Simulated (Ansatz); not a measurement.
# SiH2Cl (doublet): the correlation ladder at distance Cl1–H2 along a hydrogen transfer = 1.602 Å, cc-pVDZ

How much of the correlation energy of SiH2Cl (doublet) does each wave-function method recover here?

Program: Ansatz 0.2.0, Gaussian basis. Level of theory: cc-pVDZ, core rule «outside noble gas», up to 10 orbitals frozen. These are calculated values, not measurements.

The runs, in order: UHF; CCSD(T) on ROHF; CCSD(T) on UHF; BCCD(T) on ROHF; CISD; CCSDT(Q) on ROHF; CCSDT(Q) on UHF; CASSCF and MRCISD+Q, 3 electrons in 3 orbitals; CASSCF and NEVPT2, 3 electrons in 3 orbitals; CASSCF and MRCISD+Q, 13 electrons in 10 orbitals; CASSCF and MRCISD+Q(relaxed), 13 electrons in 10 orbitals; CASSCF and NEVPT2, 13 electrons in 10 orbitals.

8 further runs of the same task are left out: 8 that didn't finish.

### 1 The geometry

The geometry derives from fragments relaxed apart (PBE0/def2-TZVP) and kept rigid, so it is no stationary point. A hydrogen atom is moved between rigid fragments.

4 atoms, charge 0, spin multiplicity 2.

Atoms are counted from 1 here; the program's logs count them from 0.

Bond lengths: Cl1–H2 1.602 Å, Si3–H4 1.532 Å.

### 2 UHF

Contents of in.yaml:

```yaml
crystal:
  periodic: [false, false, false]
  atoms:
    - {symbol: Cl, position_ang: [-1.571622, 0.022748, 0.000000]}
    - {symbol: H, position_ang: [0.030378, 0.022748, 0.000000]}
    - {symbol: Si, position_ang: [1.900378, 0.022748, 0.000000]}
    - {symbol: H, position_ang: [2.296812, -1.456765, 0.000000]}
basis:
  gaussian: {orbitals: cc-pVDZ}
magnetization: {spin_polarized: true, initial_magnetization: 1}
hamiltonian: {xc: hf}
output: {orbitals: {seedname: orbitals}}
```

Command:

```console
> ansatz run in.yaml --threads 1 --pin off --events-out ev --progress --plain --max-ram 2393MiB
```

The runs that follow: CCSD(T) on ROHF; CCSD(T) on UHF; BCCD(T) on ROHF; CISD; CCSDT(Q) on ROHF; CCSDT(Q) on UHF; CASSCF and MRCISD+Q, 3 electrons in 3 orbitals; CASSCF and NEVPT2, 3 electrons in 3 orbitals; CASSCF and MRCISD+Q, 13 electrons in 10 orbitals; CASSCF and MRCISD+Q(relaxed), 13 electrons in 10 orbitals; CASSCF and NEVPT2, 13 electrons in 10 orbitals.

Q: Predict the results of all the runs planned. Wanted: UCCSDT(Q) below the RHF energy; RMP2 from UCCSDT(Q); UMP2 from UCCSDT(Q); RCCSD from UCCSDT(Q); RCCSD(T) from UCCSDT(Q); UCCSD(T) from UCCSDT(Q); RCCSDT(Q) from UCCSDT(Q); MRCISD+Q pair from UCCSDT(Q); NEVPT2 valence from UCCSDT(Q).

As calculated:

| quantity | value |
| --- | --- |
| UCCSDT(Q) below the RHF energy | -7.4704 eV |
| RMP2 from UCCSDT(Q) | +1224.4 meV |
| UMP2 from UCCSDT(Q) | +1286.7 meV |
| RCCSD from UCCSDT(Q) | +210.1 meV |
| RCCSD(T) from UCCSDT(Q) | +41.7 meV |
| UCCSD(T) from UCCSDT(Q) | +43.1 meV |
| RCCSDT(Q) from UCCSDT(Q) | +0.4 meV |
| MRCISD+Q pair from UCCSDT(Q) | +53.9 meV |
| NEVPT2 valence from UCCSDT(Q) | +1376.7 meV |
| MRCISD+Q valence from UCCSDT(Q) | +46.1 meV |
| levels within 1 kcal/mol (43 meV) | RCCSD(T), UCCSD(T), BCCD(T), RCCSDT, UCCSDT, RCCSDT(Q), MRCISD+Q(relaxed) valence |
| T1 diagnostic | 0.023 |
| effectively unpaired electrons | 1.05 |

RCCSD(T) misses by +41.7 meV, 0.6 % of the correlation energy. One determinant dominates. Of the multireference levels listed MRCISD+Q(relaxed) valence comes nearest in total energy (+10.8 meV), which doesn't show that its space is the better one. These misses are within one basis, not against nature; the frozen cores of restricted and unrestricted runs differ, which can shift their rows.
